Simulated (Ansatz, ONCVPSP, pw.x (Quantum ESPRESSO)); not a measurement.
**aluminium (Al): one change to the ONCV potential, in the atom and in the fcc crystal**

```
Element                 : aluminium
Generator               : ONCVPSP 4.0.1
Type                    : optimised norm-conserving Vanderbilt (ONCV)
Functional              : PBE
Relativity              : scalar-relativistic
Frozen core             : [Ne]
Valence charge          : 3
Reference configuration : 3s2 3p1
Partial waves           : 3s: rc 1.90 bohr, ncon 3, nbas 5, qcut 2.9 1/bohr, 1 projector; 3p: rc 1.90 bohr, ncon 3, nbas 7, qcut 3.9 1/bohr, 1 projector; d scattering state at 0.09 Ha: rc 1.45 bohr, ncon 4, nbas 9, qcut 7.1 1/bohr, 2 projectors, debl 1.4 Ha
Local potential         : polynomial inside 1.30 bohr (lpopt 4, dvloc0 0 Ha)
Core correction         : Teter function, fcfact 2.75, rcfact 1.2
```

Change: core correction Teter function, fcfact 2.75, rcfact 1.02.

Cutoffs, loose and tight: the cutoffs (Ha) at which the residual kinetic energy of the hardest occupied pseudo-wave falls to 1 and 0.1 mHa per electron. They do not see the model core or the augmentation charge, which bear on the density cutoff. Test errors are all-electron minus pseudo excitation energies from the reference, over the configurations 3s2 3p0; 3s1 3p0; 3s2 3p0.5; 3s0 3p3; variants that change the core or the reference have their own tests.

Crystal test: fcc Al in pw.x 7.5, no spin, 14³ k-points, Fermi–Dirac smearing 0.01 Ry, cutoffs set for each file from its atomic test. The reference is all-electron LAPW (Ansatz 0.2.0) with the same functional, mesh and smearing; V0 and B0 come from Birch–Murnaghan fits to the pressures at five volumes. Errors are pseudo minus all-electron; Δ is the rms difference of the E(V) curves that follow from these fits, minima aligned, over ±6 % about the mean V0. Mesh and smearing are coarse, so the numbers serve the comparison and aren't converged zero-temperature values; the lattice is a test structure that the element need not adopt.

All-electron: a0 = 4.040 Å (V0 = 16.49 Å³/atom), B0 = 76.6 GPa.

Problem. Does the change bring the crystal closer to the all-electron result?

Solution. The mean pressure error goes from +0.09 to +0.30 GPa, so the change moves the solid further from the all-electron pressures.

```tsv
quantity	base	changed
outcome (atom)	generated	generated
cutoff, loose (atom)	8.2 Ha	8.2 Ha
cutoff, tight (atom)	14 Ha	14 Ha
bound ghosts (atom)	none	none
largest test error (meV) (atom)	+27	+29
cutoffs in pw.x (Ry)	50/200	50/200
a0 (Å)	4.042	4.046
a0 error (%)	+0.04	+0.13
B0 error (%)	-0.6	-1.7
Δ (meV/atom)	0.3	1.1
mean pressure error (GPa)	+0.09	+0.30
```

Base: The cutoffs count occupied waves only; projector 2 of the d channel, the hardest unoccupied one, needs 21 Ha at the loose tolerance. Changed file: The cutoffs count occupied waves only; projector 2 of the d channel, the hardest unoccupied one, needs 21 Ha at the loose tolerance.
